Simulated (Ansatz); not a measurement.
## Molecular dynamics, step by step

CH$_{3}$O$_{2}$ (charge -1), singlet, PBE0-D4/def2-SVPD (Ansatz 0.2.0). Settings (timestep in fs, temperature in K; T counts 12 degrees of freedom):

```yaml
hamiltonian: {xc: pbe0, dispersion: d4}
md: {n_steps: 80, timestep: 0.25, temperature: 700, ensemble: nve, seed: 59, initial_velocities: maxwell_boltzmann}
```

Start:

O1  (-0.432, -0.084, -1.066)
H2  (0.450, 0.043, -1.436)
C3  (-0.054, -0.002, 0.383)
O4  (1.222, 0.195, 0.546)
H5  (-0.458, -0.967, 0.803)
H6  (-0.728, 0.815, 0.771)
(Å)

| step | time (fs) | potential energy less the start (meV) | kinetic energy (meV) | T (K) |
| --- | --- | --- | --- | --- |
| 0 | 0.00 | 0.0 | 361.9 | 700 |
| 5 | 1.25 | 56.7 | 305.4 | 591 |
| 10 | 2.50 | 144.4 | 218.0 | 422 |
| 15 | 3.75 | 171.1 | 191.1 | 370 |
| 20 | 5.00 | 182.6 | 179.4 | 347 |
| 25 | 6.25 | 234.9 | 127.3 | 246 |
| 30 | 7.50 | 286.0 | 76.3 | 148 |
| 35 | 8.75 | 288.3 | 74.0 | 143 |
| 40 | 10.00 | 237.5 | 124.8 | 241 |
| 45 | 11.25 | 156.8 | 205.4 | 397 |
| 50 | 12.50 | 95.8 | 266.2 | 515 |
| 55 | 13.75 | 102.0 | 260.1 | 503 |
| 60 | 15.00 | 139.2 | 223.1 | 432 |
| 65 | 16.25 | 142.5 | 219.7 | 425 |
| 70 | 17.50 | 152.5 | 209.6 | 405 |
| 75 | 18.75 | 210.7 | 151.5 | 293 |
| 80 | 20.00 | 276.5 | 85.8 | 166 |

Step 15, positions (Å) and forces (eV/Å):

| atom | x | y | z | Fx | Fy | Fz |
| --- | --- | --- | --- | --- | --- | --- |
| O1 | -0.441 | -0.101 | -1.085 | 0.714 | 0.833 | 0.325 |
| H2 | 0.450 | 0.119 | -1.416 | -0.470 | -0.086 | -0.035 |
| C3 | -0.059 | 0.016 | 0.400 | 1.124 | -1.922 | -1.049 |
| O4 | 1.236 | 0.196 | 0.552 | -0.788 | -0.356 | -0.084 |
| H5 | -0.549 | -0.982 | 0.685 | 0.565 | 0.206 | 0.601 |
| H6 | -0.655 | 0.782 | 0.858 | -1.145 | 1.325 | 0.243 |

Step 25, positions (Å) and forces (eV/Å):

| atom | x | y | z | Fx | Fy | Fz |
| --- | --- | --- | --- | --- | --- | --- |
| O1 | -0.445 | -0.108 | -1.097 | 0.003 | 0.840 | 0.901 |
| H2 | 0.419 | 0.164 | -1.405 | 0.390 | 0.156 | -0.486 |
| C3 | -0.055 | 0.017 | 0.406 | 0.100 | -0.332 | -0.130 |
| O4 | 1.242 | 0.196 | 0.556 | -1.361 | -0.495 | -0.179 |
| H5 | -0.574 | -0.981 | 0.647 | 0.703 | 0.358 | 0.823 |
| H6 | -0.682 | 0.847 | 0.931 | 0.166 | -0.527 | -0.930 |

Step 50, positions (Å) and forces (eV/Å):

| atom | x | y | z | Fx | Fy | Fz |
| --- | --- | --- | --- | --- | --- | --- |
| O1 | -0.448 | -0.113 | -1.111 | 0.566 | 0.715 | 0.872 |
| H2 | 0.365 | 0.289 | -1.466 | -0.389 | -0.233 | 0.088 |
| C3 | -0.044 | 0.020 | 0.417 | 0.459 | -0.246 | -0.832 |
| O4 | 1.235 | 0.188 | 0.563 | -0.373 | -0.055 | -0.063 |
| H5 | -0.494 | -0.940 | 0.762 | -0.024 | -0.396 | 0.309 |
| H6 | -0.679 | 0.839 | 0.855 | -0.238 | 0.215 | -0.373 |

Last step (80):

O1  (-0.445, -0.104, -1.100)
H2  (0.259, 0.398, -1.551)
C3  (-0.020, 0.004, 0.403)
O4  (1.220, 0.179, 0.570)
H5  (-0.390, -0.926, 0.963)
H6  (-0.781, 0.916, 0.626)
(Å)

Hardware: 2 CPU threads of an Arm Neoverse V1, shared host. Wall time about 77 s.
